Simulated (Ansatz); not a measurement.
## Strength of the C–C bond: C3H6F2O → C2H4FO + CH2F

Gas-phase species: C3H6F2O `FCCOCF`, singlet; C2H4FO `[CH2]OCF`, doublet; CH2F `[CH2]F`, doublet. 

Shapes, held fixed at every level: PBE0-D4/def2-TZVP. Flexible molecules stand in one conformer, not always the lowest. Programs: Ansatz 0.2.0. The zero-point and thermal change to 298 K, harmonic and unscaled (PBE0-D4/def2-TZVP), is -22.7 kJ/mol.

| level | kind | ΔH(298 K) (kJ/mol) | less CCSD(T)/CBS estimate |
| --- | --- | --- | --- |
| MP2/def2-SVP | perturbation theory | +383.5 | +4.1 |
| PBE-D4/def2-TZVPP | GGA | +360.6 | -18.8 |
| r2SCAN-D4/def2-TZVPP | meta-GGA | +342.1 | -37.3 |
| B3LYP-D4/def2-TZVPP | global hybrid | +351.0 | -28.4 |
| BHLYP-D4/def2-TZVPP | global hybrid | +349.3 | -30.1 |
| wB97M-V/def2-TZVPP | range-separated hybrid | +375.7 | -3.7 |
| CCSD(T)/def2-SVP | coupled cluster or CI | +369.3 | -10.1 |
| CCSD(T)/CBS estimate | coupled cluster or CI | +379.4 | 0.0 |

The highest level, CCSD(T)/CBS estimate, gives ΔH(298 K) = +379.4 kJ/mol; the levels span +342.1 to +383.5. The column of differences is taken from that level and isn't an error. No measured value is set beside it here. Open shells run unrestricted. The CBS estimate extrapolates MP2 from def2-TZVPP and def2-QZVPP and adds CCSD(T) − MP2 in the triple-zeta set, cores frozen.
